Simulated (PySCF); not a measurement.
H2P, SMILES [PH2], multiplicity 2. Atoms are numbered in the order given.

```xyz
3

P      0.0000     0.0000     0.1160
H      0.0000    -1.0212    -0.8702
H      0.0000     1.0212    -0.8702
```
Charge 0, spin multiplicity 2.

Geometry optimised at ωB97X-D3(BJ)/def2-TZVPD. The isomer is the one that the SMILES or the coordinates give; other isomers of the formula were not compared.

Computed with ωB97X/def2-TZVPD in PySCF.

Gas-phase values at a fixed geometry.

```yaml
total_energy: -342.50630 hartree
point_group: C2v
"α spin, highest occupied and lowest empty level": -9.48 and 2.05 eV
"β spin, highest occupied and lowest empty level": -10.74 and -1.27 eV
dipole_moment: 0.64 D
quadrupole, principal values (traceless, Buckingham form, about the centre of nuclear charge): -0.98, -0.40, 1.38 D·Å
mean_static_polarisability: 29.1 bohr³ (4.31 Å³)
polarisability_principal_values: 27.1, 29.8, 30.3 bohr³
"⟨S²⟩": 0.756 (pure state 0.75)
```
